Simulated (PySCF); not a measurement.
Gas-phase reaction: 5 AlH(CH₃)₂ = 5 AlH₃ + 2 C₃H₄ (cyclic) + 2 C₂H₆

Method: PySCF energies plus ideal-gas RRHO corrections (1 bar). † marks an energy on the PBE0/def2-TZVP geometry and frequencies; other levels use their own. All species are closed-shell singlets. Methyl groups turn as free rotors in AlH(CH₃)₂. AlH(CH₃)₂, AlH₃: computed as isolated molecules; such fragments, hydroxides, amides, oligomers or adducts are transient or little studied in the gas. The harmonic model lacks anharmonicity and excited electronic states, which grow with temperature; levels with a mode under 35 cm⁻¹ are left out. Internal rotation in C₂H₆ is treated as a harmonic vibration of one conformer, which makes the entropy rough.

```tsv
level	ΔE electronic, kJ	ΔH°(298 K), kJ	ΔS°(298 K), J/K	ΔG°(800 K), kJ
HF/def2-TZVP†	957	890	422	557
M06-2X/def2-TZVP†	1133	1066	422	734
PBE/def2-SVP	1051	983	420	653
PBE0/def2-SVP†	1084	1017	422	684
r2SCAN/def2-TZVP†	1137	1070	422	737
LDA/def2-TZVP†	1194	1126	422	794
```
ΔH° is lowest at HF/def2-TZVP† and highest at LDA/def2-TZVP†. No reference value is set beside these.
